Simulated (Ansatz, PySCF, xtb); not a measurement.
Bonds broken one at a time in the series SiF3-X. Isolated molecules, 0 K electronic values unless said otherwise. One relaxed conformer stands for each flexible species; it need not be the lowest. Strings in code marks are SMILES.

Quantity: homolytic bond dissociation enthalpy at 298 K (no spin–orbit term), in kJ/mol. Enthalpy corrections at 298 K come from GFN2-xTB frequencies (xtb).

Level 1: frozen-core MP2/6-31G* // r2SCAN-D4/def2-TZVP (PySCF)
Level 2: HF/3-21G // r2SCAN-D4/def2-TZVP (PySCF)
Level 3: HF/6-31G* // r2SCAN-D4/def2-TZVP (PySCF)
Level 4: HF/def2-TZVPP // r2SCAN-D4/def2-TZVP (Ansatz, a quantum-chemistry and plane-wave program)

```tsv
species	level 1	level 2	level 3	level 4
Si–Br bond of `F[Si](F)(F)Br`, giving `F[Si](F)F` and `[Br]`	416.2	254.2	324.3	319.3
N–Si bond of `N[Si](F)(F)F`, giving `F[Si](F)F` and `[NH2]`	496.2	451.8	387.3	384.8
F–Si bond of `F[SiH](F)F`, giving `F[SiH]F` and `[F]`	685.3	467.4	524.1	527.3
```
